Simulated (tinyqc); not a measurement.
Extended Hueckel theory, for H2O+, step by step. The parameters take no account of the charge, which enters only through the electron count. One step of it, computed by the program tinyqc.

Question. Mulliken analysis. P = C n C^T; charge = valence electrons (H 1, O 6) minus the sum of (P S)_ii on the atom; overlap population = 2 sum P_ij S_ij between two atoms.

coefficients:
```
              MO1        MO2        MO3       MO4        MO5        MO6
1O 2s    0.806942   0.000000  -0.203568  0.000000   0.000000   0.950965
1O 2px   0.000000   0.000000   0.000000  1.000000   0.000000   0.000000
1O 2py   0.000000   0.700657   0.000000  0.000000   0.916963   0.000000
1O 2pz  -0.026772   0.000000   0.928126  0.000000   0.000000   0.540421
2H 1s    0.184339   0.354238   0.123502  0.000000  -0.847843  -0.820706
3H 1s    0.184339  -0.354238   0.123502  0.000000   0.847843  -0.820706
```

occupations: 2.000000  2.000000  2.000000  1.000000  0.000000  0.000000

overlap S, lower triangle:
```
           1O 2s    1O 2px     1O 2py    1O 2pz     2H 1s     3H 1s
1O 2s   1.000000
1O 2px  0.000000  1.000000
1O 2py  0.000000  0.000000   1.000000
1O 2pz  0.000000  0.000000   0.000000  1.000000
2H 1s   0.454386  0.000000   0.313412  0.230935  1.000000
3H 1s   0.454386  0.000000  -0.313412  0.230935  0.211356  1.000000
```

Give: charges; Overlap populations.

Answer.

charges: 1O 0.2716, 2H 0.3642, 3H 0.3642

Overlap populations:
```
pair      value
2-1    0.637146
3-1    0.637146
3-2   -0.064464
```
